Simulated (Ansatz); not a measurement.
# SiP2H+ (triplet): wave-function methods side by side, cc-pVDZ

The task here is to estimate one member of a computed series from the others.

Method: cc-pVDZ, core rule «outside noble gas», up to 15 orbitals frozen; program: Ansatz 0.2.0, Gaussian basis.

To be run: UHF; CCSD(T) on ROHF; CCSD(T) on UHF; BCCD(T) on ROHF; CISD as a restricted active space (open shells left free, so some higher excitations enter); CCSDT(Q) on ROHF; CCSDT(Q) on UHF; CASSCF and NEVPT2, 10 electrons in 11 orbitals.

17 further runs of the same task are left out: 3 that didn't finish, 14 set aside as unsound or not needed. Runs told in other sessions of the task aren't counted.

## The system

The geometry is a PBE0/def2-TZVP stationary point (not a proven minimum) of the parent state, kept for this charge and spin.

4 atoms, charge 1, spin multiplicity 3.

Atoms are counted from 1 here; the program's logs count them from 0.

Bond lengths: P1–P2 1.915 Å, P2–Si3 2.173 Å, Si3–H4 1.525 Å. Angles: P1–P2–Si3 165.2°, P2–Si3–H4 85.8°.

Geometry (Å):

```xyz
4

P     0.0000   -0.0591    1.9437
P     0.0000    0.1567    0.0408
Si    0.0000   -0.1566   -2.1090
H     0.0000    1.3645   -2.2184
```

The first run:

in.yaml

```yaml
crystal:
  periodic: [false, false, false]
  atoms:
    - {symbol: P, position_ang: [0.000000, -0.059059, 1.943693]}
    - {symbol: P, position_ang: [0.000000, 0.156690, 0.040834]}
    - {symbol: Si, position_ang: [0.000000, -0.156639, -2.108997]}
    - {symbol: H, position_ang: [0.000000, 1.364462, -2.218417]}
basis:
  gaussian: {orbitals: cc-pVDZ}
total_charge: 1
magnetization: {spin_polarized: true, initial_magnetization: 2}
hamiltonian: {xc: hf}
output: {orbitals: {seedname: orbitals}}
```

Command:

```sh
> ansatz run in.yaml --threads 1 --pin off --events-out ev --progress --plain --max-ram 2393MiB
```

Among the steps run: UHF; CCSD(T) on ROHF; CCSD(T) on UHF; BCCD(T) on ROHF; CISD as a restricted active space (open shells left free, so some higher excitations enter); CCSDT(Q) on ROHF; CCSDT(Q) on UHF; CASSCF and NEVPT2, 10 electrons in 11 orbitals.

One table of the session follows, with a row left open; its other results are not shown here.

It belongs to the step «Misses and costs». 

| method | from RCCSDT(Q) (kJ/mol) |
| --- | --- |
| ROHF | +930.4 |
| UHF | +849.2 |
| RMP2 | +156.7 |
| UMP2 | +219.4 |
| CISD | +185.8 |
| RCCSD | +66.6 |
| UCCSD | +61.7 |
| RCCSD(T) | +12.6 |
| UCCSD(T) | +16.6 |
| BCCD(T) | ? |
| RCCSDT | +7.3 |
| UCCSDT | +5.9 |
| RCCSDT(Q) | 0 |
| UCCSDT(Q) | -0.2 |
| CASSCF valence | +619.1 |
| NEVPT2 valence | +123.8 |

Estimate the missing values for BCCD(T).

The run gave: from RCCSDT(Q) (kJ/mol): +12.1. In the column «from RCCSDT(Q) (kJ/mol)» it lies between RCCSDT (+7.3) and RCCSD(T) (+12.6).

Limits of these values: The determinant of HF (⟨S²⟩ 2.78) is far from a pure spin state, so its energy mixes those of several spin states; that is harmless only where they are near-degenerate. The determinant of CCSD(T) (⟨S²⟩ 2.78) is far from a pure spin state, so its energy mixes those of several spin states; high orders of coupled cluster remove much of that, low ones don't. The determinant of CCSDT(Q) (⟨S²⟩ 2.78) is far from a pure spin state, so its energy mixes those of several spin states; high orders of coupled cluster remove much of that, low ones don't. Warnings: spin contamination; large T1 diagnostic. Restricted and unrestricted rows rest on different reference determinants; a gap between their highest levels can come from leftover correlation error, from unlike frozen cores or from another state.
